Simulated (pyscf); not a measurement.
# Addition across a multiple bond or ene-type step: O=Ga–OH (SMILES [O]=[Ga][OH]) + H₂ (SMILES [H][H]) -> HO–GaH–OH (SMILES [OH][GaH][OH])

Gas phase, singlet surface, charge 0. Bonds broken: H5–H6. Bonds formed: O1–H5, Ga2–H6. PySCF, gas phase, ωB97X-D3(BJ)/def2-SVP geometries.

Transition state (Å):

```xyz
6

O      0.3771     0.1028     1.2958
Ga    -1.0306    -0.3853     0.4886
O     -2.5328    -1.0884    -0.0701
H     -2.8413    -0.7843    -0.9326
H      0.2979     0.8113     0.0291
H     -0.1820     0.9623    -0.7729
```

One imaginary mode, 1385i cm⁻¹; descent along it reached the two sides named, in the forms told below.

```tsv
bond	change	reactant side (Å)	saddle	product side
H5–H6	breaks	0.763	0.947	3.1
O1–H5	forms	2.9	1.453	0.963
Ga2–H6	forms	2.9	2.032	1.556
```

Electronic energies relative to the separated reactants (eV):

```json
[
 {"level": "ωB97X-D3(BJ)/def2-TZVP", "barrier": "0.71", "reaction energy": "-2.67", "reverse barrier": "3.38"},
 {"level": "PBE/def2-TZVP", "barrier": "0.64", "reaction energy": "-2.23", "reverse barrier": "2.86"},
 {"level": "r²SCAN/def2-TZVP", "barrier": "0.64", "reaction energy": "-2.47", "reverse barrier": "3.11"},
 {"level": "B3LYP-D3(BJ)/def2-TZVP", "barrier": "0.75", "reaction energy": "-2.44", "reverse barrier": "3.19"},
 {"level": "PBE0-D3(BJ)/def2-TZVP", "barrier": "0.59", "reaction energy": "-2.63", "reverse barrier": "3.22"},
 {"level": "M06-2X/def2-TZVP", "barrier": "0.67", "reaction energy": "-2.76", "reverse barrier": "3.43"},
 {"level": "ωB97M-D3(BJ)/def2-TZVP", "barrier": "0.71", "reaction energy": "-2.64", "reverse barrier": "3.35"},
 {"level": "HF/def2-TZVP", "barrier": "0.95", "reaction energy": "-3.20", "reverse barrier": "4.14"}
]
```

With ωB97M-D3(BJ)/def2-TZVP energies and thermal terms (ideal gas, 1 atm, RRHO with modes under 100 cm⁻¹ raised to 100, one conformer, R ln 2 for chiral ones without a mode under 150 cm⁻¹), in eV:

```json
[
 {"T (K)": "298", "ΔH‡": "0.72", "ΔG‡": "1.04", "ΔH": "-2.48", "ΔG": "-2.14"},
 {"T (K)": "600", "ΔH‡": "0.69", "ΔG‡": "1.38", "ΔH": "-2.49", "ΔG": "-1.78"},
 {"T (K)": "900", "ΔH‡": "0.68", "ΔG‡": "1.73", "ΔH": "-2.48", "ΔG": "-1.43"},
 {"T (K)": "1200", "ΔH‡": "0.69", "ΔG‡": "2.07", "ΔH": "-2.45", "ΔG": "-1.09"}
]
```

On the product side the descent ends in a point that may be a rotor saddle (no frequency run), 0.07 eV over the lowest minimum found and 3.31 eV under the saddle at ωB97X-D3(BJ)/def2-TZVP. At the saddle there is also a short Ga–H contact that neither side keeps. One saddle was located; it need not be the lowest between these sides. Elements up to Kr have no core potential and no relativistic terms here.
